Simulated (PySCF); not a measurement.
Simulated outer-valence photoelectron spectrum of `C1=NC=NS1` (1,2,4-thiadiazole). Method: EOM-IP-CCSD/aug-cc-pVDZ in PySCF, restricted Hartree–Fock reference, 9 core orbitals frozen, non-relativistic, gas phase, PBE0-D3(BJ)/def2-SVP geometry.

Each root has a Gaussian of 0.6 eV full width with its one-hole share as area; cross sections and vibrations are left out, and the highest printed point is 100.

(ionisation energy (eV), intensity): (9.6, 1), (9.8, 6), (10.0, 25), (10.2, 65), (10.4, 100), (10.6, 96), (10.8, 71), (11.0, 66), (11.2, 78), (11.4, 82), (11.6, 67), (11.8, 38), (12.0, 12), (12.2, 2), (12.4, 0), (12.6, 0), (12.8, 1), (13.0, 5), (13.2, 20), (13.4, 46), (13.6, 55), (13.8, 36), (14.0, 13), (14.2, 3), (14.4, 6), (14.6, 22), (14.8, 48), (15.0, 66), (15.2, 70), (15.4, 66), (15.6, 45), (15.8, 19), (16.0, 4), (16.2, 1), (16.4, 4), (16.6, 17), (16.8, 41), (17.0, 54), (17.2, 38), (17.4, 15), (17.6, 3), (17.8, 0)

Question: Where are the maxima, and how many lines lie under the curve?

Answer: 5 maxima, at 10.5, 11.3, 13.6, 15.2 and 17.0 eV, from 8 lines. At this width some lines have no maximum of their own.

Question: List the lines with their holes.

Answer: 
| E (eV) | leading hole (HF orbital) | area | Koopmans (eV) |
| --- | --- | --- | --- |
| 10.36 | HOMO | 0.96 | 10.45 |
| 10.57 | HOMO-2 | 0.94 | 12.32 |
| 11.16 | HOMO-1 | 0.94 | 11.63 |
| 11.56 | HOMO-3 | 0.94 | 13.13 |
| 13.56 | HOMO-4 | 0.95 | 14.74 |
| 14.94 | HOMO-5 | 0.90 | 16.43 |
| 15.42 | HOMO-6 | 0.94 | 17.01 |
| 16.99 | HOMO-7 | 0.92 | 19.22 |

The widest gap, 2.00 eV, lies between 11.56 and 13.56 eV. Only orbitals with −ε under 21 eV, eight at most, were ionised, so the high end of the curve may lack lines.
